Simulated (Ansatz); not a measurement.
# CHSi (doublet): B2PLYP, PBE-QIDH over a scan of the distance Si1–C2, cc-pVDZ, part 2 of 2

Ansatz 0.2.0, Gaussian basis; cc-pVDZ, all electrons in the functionals, frozen cores in the correlation of double hybrids and RPA. Earlier steps stand in the parts before.

### Step 14. PBE-QIDH, 1.536 Å

Contents of in.yaml:

```yaml
crystal:
  periodic: [false, false, false]
  atoms:
    - {symbol: Si, position_ang: [0.000000, 0.000000, 1.383808]}
    - {symbol: C, position_ang: [0.000000, 0.000000, -0.152192]}
    - {symbol: H, position_ang: [0.000000, 0.000000, -1.231615]}
basis:
  gaussian: {orbitals: cc-pVDZ}
magnetization: {spin_polarized: true, initial_magnetization: 1}
hamiltonian: {xc: {name: PBE-QIDH}}
correlation: {electrons: outside_noble_gas}
```

The run is started by

```sh
> ansatz run in.yaml --threads 1 --pin off --events-out ev --progress --plain --max-ram 2393MiB
```

Log (excerpt; [...] marks lines left out):

```text
Functional definition: PBE-QIDH
  name "PBE-QIDH"
  cite "Brémond, Sancho-García, Pérez-Jiménez & Adamo, J. Chem. Phys. 141, 031101 (2014) doi:10.1063/1.4890314"
  cite "Perdew, Burke & Ernzerhof, Phys. Rev. Lett. 77, 3865 (1996) doi:10.1103/PhysRevLett.77.3865"
[...]
362 factors; integrals over basis functions are off by at most 1.1e-3 eV
[...]
mean field -8916.43981186 eV, -327.6731193060 hartree, gradient 2.2e-6 eV, S^2 0.760683; 8 other end points of the search recorded, 0 dependent functions left out
6 core orbitals not correlated: weight in the atoms' cores, before any rotation towards them, 1.000 or more for the frozen orbitals, at most 0.000 for the correlated occupied ones
reference -8916.43981958 eV, -327.6731195895 hartree; 5, 4 occupied and 26, 27 virtual orbitals, 362 factors
second order -5.62700029 eV of doubles, -0.00000000 eV of singles
Total energy: -8918.31548634 eV, -327.7420490716 hartree
```

It took 6 s on 1 thread of Arm Neoverse N1, shared host.

From the report: ⟨S²⟩ of the determinant 0.761 (pure doublet: 0.75).

### Step 15. PBE-QIDH, 1.683 Å

Contents of in.yaml:

```yaml
crystal:
  periodic: [false, false, false]
  atoms:
    - {symbol: Si, position_ang: [0.000000, 0.000000, 1.481442]}
    - {symbol: C, position_ang: [0.000000, 0.000000, -0.201009]}
    - {symbol: H, position_ang: [0.000000, 0.000000, -1.280432]}
basis:
  gaussian: {orbitals: cc-pVDZ}
magnetization: {spin_polarized: true, initial_magnetization: 1}
hamiltonian: {xc: {name: PBE-QIDH}}
correlation: {electrons: outside_noble_gas}
```

Same command.

Log (excerpt; [...] marks lines left out):

```text
Functional definition: PBE-QIDH
  name "PBE-QIDH"
  cite "Brémond, Sancho-García, Pérez-Jiménez & Adamo, J. Chem. Phys. 141, 031101 (2014) doi:10.1063/1.4890314"
  cite "Perdew, Burke & Ernzerhof, Phys. Rev. Lett. 77, 3865 (1996) doi:10.1103/PhysRevLett.77.3865"
[...]
362 factors; integrals over basis functions are off by at most 9.4e-4 eV
[...]
mean field -8916.96544445 eV, -327.6924359471 hartree, gradient 4.4e-6 eV, S^2 0.813269; 4 other end points of the search recorded, 0 dependent functions left out
6 core orbitals not correlated: weight in the atoms' cores, before any rotation towards them, 1.000 or more for the frozen orbitals, at most 0.000 for the correlated occupied ones
reference -8916.96545234 eV, -327.6924362373 hartree; 5, 4 occupied and 26, 27 virtual orbitals, 362 factors
second order -5.80416305 eV of doubles, -0.00000000 eV of singles
Total energy: -8918.90017336 eV, -327.7635359232 hartree
```

It took 3.7 s on 1 thread of Arm Neoverse N1, shared host.

From the report: ⟨S²⟩ of the determinant 0.813 (pure doublet: 0.75).

### Step 16. PBE-QIDH, 1.888 Å

Contents of in.yaml:

```yaml
crystal:
  periodic: [false, false, false]
  atoms:
    - {symbol: Si, position_ang: [0.000000, 0.000000, 1.618474]}
    - {symbol: C, position_ang: [0.000000, 0.000000, -0.269526]}
    - {symbol: H, position_ang: [0.000000, 0.000000, -1.348949]}
basis:
  gaussian: {orbitals: cc-pVDZ}
magnetization: {spin_polarized: true, initial_magnetization: 1}
hamiltonian: {xc: {name: PBE-QIDH}}
correlation: {electrons: outside_noble_gas}
```

Same command.

Log (excerpt; [...] marks lines left out):

```text
Functional definition: PBE-QIDH
  name "PBE-QIDH"
  cite "Brémond, Sancho-García, Pérez-Jiménez & Adamo, J. Chem. Phys. 141, 031101 (2014) doi:10.1063/1.4890314"
  cite "Perdew, Burke & Ernzerhof, Phys. Rev. Lett. 77, 3865 (1996) doi:10.1103/PhysRevLett.77.3865"
[...]
362 factors; integrals over basis functions are off by at most 6.7e-4 eV
[...]
mean field -8916.52478355 eV, -327.6762419580 hartree, gradient 5.1e-6 eV, S^2 1.247884; 4 other end points of the search recorded, 0 dependent functions left out
6 core orbitals not correlated: weight in the atoms' cores, before any rotation towards them, 1.000 or more for the frozen orbitals, at most 0.000 for the correlated occupied ones
reference -8916.52479162 eV, -327.6762422544 hartree; 5, 4 occupied and 26, 27 virtual orbitals, 362 factors
second order -5.23637285 eV of doubles, -0.00000000 eV of singles
Total energy: -8918.27024923 eV, -327.7403866387 hartree
```

Wall time 4.4 s (1 thread of Arm Neoverse N1, shared host).

From the report: ⟨S²⟩ of the determinant 1.248 (pure doublet: 0.75).

From 1.683 Å: +0.630 eV.

### Step 17. PBE-QIDH, 2.046 Å

Contents of in.yaml:

```yaml
crystal:
  periodic: [false, false, false]
  atoms:
    - {symbol: Si, position_ang: [0.000000, 0.000000, 1.723808]}
    - {symbol: C, position_ang: [0.000000, 0.000000, -0.322192]}
    - {symbol: H, position_ang: [0.000000, 0.000000, -1.401615]}
basis:
  gaussian: {orbitals: cc-pVDZ}
magnetization: {spin_polarized: true, initial_magnetization: 1}
hamiltonian: {xc: {name: PBE-QIDH}}
correlation: {electrons: outside_noble_gas}
```

The command is unchanged.

Log (excerpt; [...] marks lines left out):

```text
Functional definition: PBE-QIDH
  name "PBE-QIDH"
  cite "Brémond, Sancho-García, Pérez-Jiménez & Adamo, J. Chem. Phys. 141, 031101 (2014) doi:10.1063/1.4890314"
  cite "Perdew, Burke & Ernzerhof, Phys. Rev. Lett. 77, 3865 (1996) doi:10.1103/PhysRevLett.77.3865"
[...]
362 factors; integrals over basis functions are off by at most 8.2e-4 eV
[...]
mean field -8915.91468620 eV, -327.6538212939 hartree, gradient 1.4e-6 eV, S^2 1.467809; 6 other end points of the search recorded, 0 dependent functions left out
6 core orbitals not correlated: weight in the atoms' cores, before any rotation towards them, 1.000 or more for the frozen orbitals, at most 0.000 for the correlated occupied ones
reference -8915.91469428 eV, -327.6538215908 hartree; 5, 4 occupied and 26, 27 virtual orbitals, 362 factors
second order -4.94343687 eV of doubles, -0.00000000 eV of singles
Total energy: -8917.56250657 eV, -327.7143775756 hartree
```

Wall time 6.5 s (1 thread of Arm Neoverse N1, shared host).

From the report: ⟨S²⟩ of the determinant 1.468 (pure doublet: 0.75). The determinant is far from a pure spin state, so its energy mixes those of several spin states (harmless only where they are near-degenerate, as at dissociation).

From 1.683 Å: +1.338 eV.

### Step 18. PBE-QIDH, 2.320 Å

Contents of in.yaml:

```yaml
crystal:
  periodic: [false, false, false]
  atoms:
    - {symbol: Si, position_ang: [0.000000, 0.000000, -1.906474]}
    - {symbol: C, position_ang: [0.000000, 0.000000, 0.413526]}
    - {symbol: H, position_ang: [0.000000, 0.000000, 1.492949]}
basis:
  gaussian: {orbitals: cc-pVDZ}
magnetization: {spin_polarized: true, initial_magnetization: 1}
hamiltonian: {xc: {name: PBE-QIDH}}
correlation: {electrons: outside_noble_gas}
```

Same command.

Log (excerpt; [...] marks lines left out):

```text
Functional definition: PBE-QIDH
  name "PBE-QIDH"
  cite "Brémond, Sancho-García, Pérez-Jiménez & Adamo, J. Chem. Phys. 141, 031101 (2014) doi:10.1063/1.4890314"
  cite "Perdew, Burke & Ernzerhof, Phys. Rev. Lett. 77, 3865 (1996) doi:10.1103/PhysRevLett.77.3865"
[...]
362 factors; integrals over basis functions are off by at most 9.3e-4 eV
[...]
mean field -8914.75244622 eV, -327.6111097624 hartree, gradient 2.5e-6 eV, S^2 1.674680; 9 other end points of the search recorded, 0 dependent functions left out
6 core orbitals not correlated: weight in the atoms' cores, before any rotation towards them, 1.000 or more for the frozen orbitals, at most 0.000 for the correlated occupied ones
reference -8914.75245436 eV, -327.6111100613 hartree; 5, 4 occupied and 26, 27 virtual orbitals, 362 factors
second order -4.72849594 eV of doubles, -0.00000000 eV of singles
Total energy: -8916.32861967 eV, -327.6690330682 hartree
```

It took 11 s on 1 thread of Arm Neoverse N1, shared host.

From the report: ⟨S²⟩ of the determinant 1.675 (pure doublet: 0.75). The determinant is far from a pure spin state, so its energy mixes those of several spin states (harmless only where they are near-degenerate, as at dissociation).

From 1.683 Å: +2.572 eV.

### Step 19. PBE-QIDH, 2.663 Å

Contents of in.yaml:

```yaml
crystal:
  periodic: [false, false, false]
  atoms:
    - {symbol: Si, position_ang: [0.000000, 0.000000, 2.135141]}
    - {symbol: C, position_ang: [0.000000, 0.000000, -0.527859]}
    - {symbol: H, position_ang: [0.000000, 0.000000, -1.607282]}
basis:
  gaussian: {orbitals: cc-pVDZ}
magnetization: {spin_polarized: true, initial_magnetization: 1}
hamiltonian: {xc: {name: PBE-QIDH}}
correlation: {electrons: outside_noble_gas}
```

Same command.

Log (excerpt; [...] marks lines left out):

```text
Functional definition: PBE-QIDH
  name "PBE-QIDH"
  cite "Brémond, Sancho-García, Pérez-Jiménez & Adamo, J. Chem. Phys. 141, 031101 (2014) doi:10.1063/1.4890314"
  cite "Perdew, Burke & Ernzerhof, Phys. Rev. Lett. 77, 3865 (1996) doi:10.1103/PhysRevLett.77.3865"
[...]
362 factors; integrals over basis functions are off by at most 7.6e-4 eV
[...]
mean field -8913.48335752 eV, -327.5644716128 hartree, gradient 3.5e-6 eV, S^2 1.958632; 9 other end points of the search recorded, 0 dependent functions left out
6 core orbitals not correlated: weight in the atoms' cores, before any rotation towards them, 1.000 or more for the frozen orbitals, at most 0.000 for the correlated occupied ones
reference -8913.48336617 eV, -327.5644719305 hartree; 5, 4 occupied and 26, 27 virtual orbitals, 362 factors
second order -4.38055054 eV of doubles, -0.00000000 eV of singles
Total energy: -8914.94354968 eV, -327.6181326850 hartree
```

It took 9.5 s on 1 thread of Arm Neoverse N1, shared host.

From the report: ⟨S²⟩ of the determinant 1.959 (pure doublet: 0.75). The determinant is far from a pure spin state, so its energy mixes those of several spin states (harmless only where they are near-degenerate, as at dissociation).

From 1.683 Å: +3.957 eV.

### Step 20. PBE-QIDH, 3.058 Å

Contents of in.yaml:

```yaml
crystal:
  periodic: [false, false, false]
  atoms:
    - {symbol: Si, position_ang: [0.000000, 0.000000, 2.398474]}
    - {symbol: C, position_ang: [0.000000, 0.000000, -0.659526]}
    - {symbol: H, position_ang: [0.000000, 0.000000, -1.738949]}
basis:
  gaussian: {orbitals: cc-pVDZ}
magnetization: {spin_polarized: true, initial_magnetization: 1}
hamiltonian: {xc: {name: PBE-QIDH}}
correlation: {electrons: outside_noble_gas}
```

Same command.

Log (excerpt; [...] marks lines left out):

```text
Functional definition: PBE-QIDH
  name "PBE-QIDH"
  cite "Brémond, Sancho-García, Pérez-Jiménez & Adamo, J. Chem. Phys. 141, 031101 (2014) doi:10.1063/1.4890314"
  cite "Perdew, Burke & Ernzerhof, Phys. Rev. Lett. 77, 3865 (1996) doi:10.1103/PhysRevLett.77.3865"
[...]
362 factors; integrals over basis functions are off by at most 7.8e-4 eV
[...]
mean field -8912.64542976 eV, -327.5336783355 hartree, gradient 2.3e-6 eV, S^2 1.850456; 14 other end points of the search recorded, 0 dependent functions left out
6 core orbitals not correlated: weight in the atoms' cores, before any rotation towards them, 1.000 or more for the frozen orbitals, at most 0.000 for the correlated occupied ones
reference -8912.64543832 eV, -327.5336786502 hartree; 5, 4 occupied and 26, 27 virtual orbitals, 362 factors
second order -3.94334666 eV of doubles, -0.00000000 eV of singles
Total energy: -8913.95988721 eV, -327.5819837558 hartree
```

Run time: 14 s. Hardware: 1 thread of Arm Neoverse N1, shared host.

From the report: ⟨S²⟩ of the determinant 1.850 (pure doublet: 0.75). The determinant is far from a pure spin state, so its energy mixes those of several spin states (harmless only where they are near-degenerate, as at dissociation).

From 1.683 Å: +4.940 eV.

### Step 21. PBE-QIDH, 3.680 Å

Contents of in.yaml:

```yaml
crystal:
  periodic: [false, false, false]
  atoms:
    - {symbol: Si, position_ang: [0.000000, 0.000000, 2.813141]}
    - {symbol: C, position_ang: [0.000000, 0.000000, -0.866859]}
    - {symbol: H, position_ang: [0.000000, 0.000000, -1.946282]}
basis:
  gaussian: {orbitals: cc-pVDZ}
magnetization: {spin_polarized: true, initial_magnetization: 1}
hamiltonian: {xc: {name: PBE-QIDH}}
correlation: {electrons: outside_noble_gas}
```

Same command.

Log (excerpt; [...] marks lines left out):

```text
Functional definition: PBE-QIDH
  name "PBE-QIDH"
  cite "Brémond, Sancho-García, Pérez-Jiménez & Adamo, J. Chem. Phys. 141, 031101 (2014) doi:10.1063/1.4890314"
  cite "Perdew, Burke & Ernzerhof, Phys. Rev. Lett. 77, 3865 (1996) doi:10.1103/PhysRevLett.77.3865"
[...]
362 factors; integrals over basis functions are off by at most 7.9e-4 eV
[...]
mean field -8912.43167764 eV, -327.5258230900 hartree, gradient 3.2e-6 eV, S^2 1.950931; 13 other end points of the search recorded, 0 dependent functions left out
6 core orbitals not correlated: weight in the atoms' cores, before any rotation towards them, 1.000 or more for the frozen orbitals, at most 0.000 for the correlated occupied ones
reference -8912.43168620 eV, -327.5258234047 hartree; 5, 4 occupied and 26, 27 virtual orbitals, 362 factors
second order -3.78466863 eV of doubles, -0.00000000 eV of singles
Total energy: -8913.69324241 eV, -327.5721847403 hartree
```

It took 18 s on 1 thread of Arm Neoverse N1, shared host.

From the report: ⟨S²⟩ of the determinant 1.951 (pure doublet: 0.75). The determinant is far from a pure spin state, so its energy mixes those of several spin states (harmless only where they are near-degenerate, as at dissociation).

From 1.683 Å: +5.207 eV.

### Step 22. PBE-QIDH, 4.548 Å

Contents of in.yaml:

```yaml
crystal:
  periodic: [false, false, false]
  atoms:
    - {symbol: Si, position_ang: [0.000000, 0.000000, -3.391808]}
    - {symbol: C, position_ang: [0.000000, 0.000000, 1.156192]}
    - {symbol: H, position_ang: [0.000000, 0.000000, 2.235615]}
basis:
  gaussian: {orbitals: cc-pVDZ}
magnetization: {spin_polarized: true, initial_magnetization: 1}
hamiltonian: {xc: {name: PBE-QIDH}}
correlation: {electrons: outside_noble_gas}
```

Same command.

Log (excerpt; [...] marks lines left out):

```text
Functional definition: PBE-QIDH
  name "PBE-QIDH"
  cite "Brémond, Sancho-García, Pérez-Jiménez & Adamo, J. Chem. Phys. 141, 031101 (2014) doi:10.1063/1.4890314"
  cite "Perdew, Burke & Ernzerhof, Phys. Rev. Lett. 77, 3865 (1996) doi:10.1103/PhysRevLett.77.3865"
[...]
362 factors; integrals over basis functions are off by at most 8.0e-4 eV
[...]
mean field -8912.34302495 eV, -327.5225651637 hartree, gradient 3.0e-7 eV, S^2 1.991636; 15 other end points of the search recorded, 0 dependent functions left out
6 core orbitals not correlated: weight in the atoms' cores, before any rotation towards them, 1.000 or more for the frozen orbitals, at most 0.000 for the correlated occupied ones
reference -8912.34303415 eV, -327.5225655021 hartree; 5, 4 occupied and 26, 27 virtual orbitals, 362 factors
second order -3.73607396 eV of doubles, -0.00000000 eV of singles
Total energy: -8913.58839214 eV, -327.5683315640 hartree
```

Wall time 27 s (1 thread of Arm Neoverse N1, shared host).

From the report: ⟨S²⟩ of the determinant 1.992 (pure doublet: 0.75). The determinant is far from a pure spin state, so its energy mixes those of several spin states (harmless only where they are near-degenerate, as at dissociation).

From 1.683 Å: +5.312 eV.

### Step 23. PBE-QIDH, 5.842 Å

Contents of in.yaml:

```yaml
crystal:
  periodic: [false, false, false]
  atoms:
    - {symbol: Si, position_ang: [0.000000, 0.000000, 4.254474]}
    - {symbol: C, position_ang: [0.000000, 0.000000, -1.587526]}
    - {symbol: H, position_ang: [0.000000, 0.000000, -2.666949]}
basis:
  gaussian: {orbitals: cc-pVDZ}
magnetization: {spin_polarized: true, initial_magnetization: 1}
hamiltonian: {xc: {name: PBE-QIDH}}
correlation: {electrons: outside_noble_gas}
```

Same command.

Log (excerpt; [...] marks lines left out):

```text
Functional definition: PBE-QIDH
  name "PBE-QIDH"
  cite "Brémond, Sancho-García, Pérez-Jiménez & Adamo, J. Chem. Phys. 141, 031101 (2014) doi:10.1063/1.4890314"
  cite "Perdew, Burke & Ernzerhof, Phys. Rev. Lett. 77, 3865 (1996) doi:10.1103/PhysRevLett.77.3865"
[...]
362 factors; integrals over basis functions are off by at most 8.0e-4 eV
[...]
mean field -8912.31107110 eV, -327.5213908815 hartree, gradient 2.0e-8 eV, S^2 2.006248; 12 other end points of the search recorded, 0 dependent functions left out
6 core orbitals not correlated: weight in the atoms' cores, before any rotation towards them, 1.000 or more for the frozen orbitals, at most 0.000 for the correlated occupied ones
reference -8912.31108130 eV, -327.5213912563 hartree; 5, 4 occupied and 26, 27 virtual orbitals, 362 factors
second order -3.72240263 eV of doubles, -0.00000000 eV of singles
Total energy: -8913.55188218 eV, -327.5669898475 hartree
```

It took 21 s on 1 thread of Arm Neoverse N1, shared host.

From the report: ⟨S²⟩ of the determinant 2.006 (pure doublet: 0.75). The determinant is far from a pure spin state, so its energy mixes those of several spin states (harmless only where they are near-degenerate, as at dissociation).

From 1.683 Å: +5.348 eV.

### Step 24. The comparison

The yardstick is UCCSDT(Q), where the cluster series has nearly closed. It comes from earlier runs at the same points. Energies in eV, counted from 1.683 Å; blanks weren't run or aren't comparable.

```
    level  1.356 Å  1.536 Å  1.683 Å  1.888 Å  2.046 Å  2.320 Å  2.663 Å  3.058 Å  3.680 Å  4.548 Å  5.842 Å
UCCSDT(Q)    4.083    0.748    0.000                                                                        
   B2PLYP    3.835    0.646    0.000    0.567    1.334    2.581    3.929    4.927    5.233    5.344    5.381
 PBE-QIDH    3.752    0.585    0.000    0.630    1.338    2.572    3.957    4.940    5.207    5.312    5.348
```

Largest miss and mean time a point (UCCSDT(Q) took 37 s a point; shared hosts):

```
   level  largest miss (eV)    where  time a point
  B2PLYP             -0.248  1.356 Å          12 s
PBE-QIDH             -0.330  1.356 Å          12 s
```

### Step 25. Results

The summary covers parts 1 to 2.

```
                                              quantity                value
span of the UCCSDT(Q) curve (points where it is known)             4.083 eV
                                  largest miss, B2PLYP  -0.248 eV (1.356 Å)
                                largest miss, PBE-QIDH  -0.330 eV (1.356 Å)
```

What this shows: Misses are known at 2 of 10 points at best, and only functionals with that many are ranked. Of the functionals, B2PLYP keep the smallest largest miss at the points compared (at most 0.248 eV) and PBE-QIDH strays most (0.330 eV, at 1.356 Å). B2PLYP, PBE-QIDH clearly break the spin symmetry at some points (⟨S²⟩ up to 1.26 above the pure value), so energy there is bought with a mixed spin. Functionals and the yardstick converge differently with the basis, so part of each miss in cc-pVDZ is the basis.
